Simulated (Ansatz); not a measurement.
Saddle point of SiH5ClO, closed shell (SiH₃Cl ([SiH3][Cl]) + H₂O → SiH₃ClO ([OH][SiH2][Cl]) + H₂; bonds formed: Si1–O7, H2–H6; bonds broken: Si1–H2, H6–O7), PBE0-D4/def2-TZVP structure:

```xyz
8
angstrom
Si -0.4621 -0.2757 -0.2659
H 1.0975 -0.0267 -0.9310
H -0.4297 -1.7126 -0.6106
H -1.6173 -0.0931 0.6601
Cl -1.1614 0.9670 -1.7845
H 1.2990 0.2089 0.1290
O 0.7234 0.0864 1.1167
H 0.5506 0.8458 1.6863
```

Energies are electronic, without zero-point energy. Barriers and step energies count from the start structure reached by relaxing down the imaginary mode; all methods use the PBE0-D4 structures, on which another method's saddle can fall below an end. Program: Ansatz 0.2.0. Basis: def2-TZVPP, with def2-QZVPP for the basis limit. Cores are frozen in the correlated methods. B3LYP uses VWN-RPA correlation. Extrapolation: Hartree–Fock as exp(−7.88 √X), correlation as X^−2.97.

```tsv
method	barrier (eV)	step energy (eV)
SPW92	1.107	-0.593
PBE-D4	?	-0.654
BLYP-D4	1.620	-0.746
r2SCAN-D4	1.539	-0.744
B97M-V	1.652	-0.722
PBE0-D4	1.601	-0.647
B3LYP-D4	?	-0.729
r2SCAN0-D4	1.657	-0.717
BHLYP-D4	1.921	-0.723
CAM-B3LYP-D4	1.742	-0.724
wB97X-V	1.753	-0.692
wB97M-V	1.715	-0.696
B2PLYP	?	-0.741
PBE-QIDH	1.723	-0.692
RPA on PBE	1.831	-0.690
HF	2.425	-0.735
MP2	1.750	-0.766
CCSD	1.923	-0.690
CCSD(T)	1.822	-0.703
```

Fill in the withheld barriers. (Judge from chemistry; the value comes from the calculation.)

The calculation gives: PBE-D4 1.437; B2PLYP 1.780; B3LYP-D4 1.728 eV. Each is the energy of the saddle less that of the start structure, by the same method.

For comparison, the barrier by CCSD(T) at an estimated basis limit (MP2 extrapolated from triple and quadruple zeta, plus CCSD(T) − MP2 in triple zeta) is 1.797 eV.

The T1 diagnostic stays at or below 0.011.

Labels in which every atom is bracketed show which atoms are joined, not bond orders.

For scale, one of the runs: CCSD(T)/def2-TZVPP, 185 basis functions, launched by `ansatz run in.yaml --threads 2 --pin off --events-out ev --progress --plain --max-ram 4352MiB`. Time: 39 s of wall clock on 2 CPU threads of an Arm Neoverse V1; the host was shared. Peak host memory: 1.8 GiB.
